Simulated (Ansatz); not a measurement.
Reaction (hydrogenolysis of a C–C bond): `C=CC(C)S` + H₂ → `C=CCS` + CH₄

Computed with Ansatz on PBE0-D4/def2-TZVP structures; ΔE is electronic, products minus reactants. CBS: MP2 limit from def2 TZ/QZ plus the TZ coupled-cluster correction, frozen cores. This one scheme is used for every species. DFT in def2-TZVPP. B3LYP here is the variant with VWN-RPA as its local correlation; programs differ in this. Each species was taken in one conformer, which may not be the lowest.

```
             level  ΔE (kJ/mol)  difference from CCSD(T)/CBS
            PBE-D4        -57.5                         -0.7
         r2SCAN-D4        -59.3                         -2.5
           PBE0-D4        -60.0                         -3.2
          B3LYP-D4        -63.0                         -6.2
           ωB97X-V        -59.9                         -3.1
           ωB97M-V        -59.5                         -2.7
            B2PLYP        -67.4                        -10.6
               PBE        -65.5                         -8.7
            r2SCAN        -61.4                         -4.6
              PBE0        -66.9                        -10.1
             B3LYP        -75.7                        -18.9
     HF/def2-TZVPP        -85.0                        -28.2
    MP2/def2-TZVPP        -52.2                          4.6
SCS-MP2/def2-TZVPP        -58.4                         -1.6
   CCSD/def2-TZVPP        -63.5                         -6.7
CCSD(T)/def2-TZVPP        -58.3                         -1.5
     HF/def2-QZVPP        -85.1                        -28.3
    MP2/def2-QZVPP        -51.4                          5.4
SCS-MP2/def2-QZVPP        -57.8                         -1.0
      HF/CBS(def2)        -85.1                        -28.3
     MP2/CBS(def2)        -50.7                          6.1
    CCSD/CBS(def2)        -62.0                         -5.2
       CCSD(T)/CBS        -56.8                            0
```

Largest T1 diagnostic among the species: 0.010.

The D4 term adds +12.7 kJ/mol with B3LYP and +6.9 kJ/mol with PBE0; it sums over pairs of atoms, weighted by their polarisabilities, and B3LYP, whose exchange is more repulsive, gets the larger term. In def2-TZVPP, CCSD(T) changes the Hartree–Fock value by +26.7 kJ/mol (the triples alone add +5.3 kJ/mol) and MP2 by +32.8 kJ/mol.
